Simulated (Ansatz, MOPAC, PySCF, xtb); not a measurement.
Complex: H2O (SMILES O) (first 3 atoms) with CH5N (SMILES CN); geometry from S66by8 set.
(charge 0, multiplicity 1):
```xyz
10

O     -2.4349    -0.5719    -0.0063
H     -2.7936     0.3158     0.0261
H     -1.4734    -0.4343     0.0099
N      1.0397    -0.3352     0.0219
H      1.3350    -0.8878    -0.7729
H      1.3497    -0.8459     0.8387
C      1.6990     0.9732    -0.0184
H      1.3885     1.5549     0.8461
H      2.7903     0.9339    -0.0273
H      1.3723     1.5091    -0.9062
```

Interaction energies are E(AB) − E(A) − E(B) at the monomers' geometry in the complex; basis-set methods are counterpoise corrected. Rows marked so take none.

Frozen-core correlation. Rows in 3-21G, 6-31G* carry no dispersion term and start afresh at each structure (6-31G* with six Cartesian d functions). MP2/6-31G* freezes PySCF's default core. The state that AM1 reach isn't checked.

The values were computed with Ansatz (a quantum-chemistry and plane-wave program) with Gaussian orbitals; MOPAC for AM1 (differences of heats of formation); PySCF for 3-21G rows, 6-31G* rows, the dispersion terms; xtb for the GFN methods. 

| level | interaction energy (kcal/mol) |
|---|---|
| AM1 | -1.67 |
| GFN2-xTB | -3.36 |
| B3LYP/3-21G (no counterpoise) | -8.60 |
| B3LYP/6-31G* | -5.13 |
| B3LYP/def2-TZVPPD | -4.47 |
| PBE0-D4/def2-TZVPPD | -5.18 |
| MP2/6-31G* | -5.20 |
| MP2/6-31G* (no counterpoise) | … |
| SCS-MP2/aug-cc-pVDZ | -4.49 |

Problem. Complete the blanks.

Solution. 
- MP2/6-31G* (no counterpoise), interaction energy (kcal/mol): -6.51
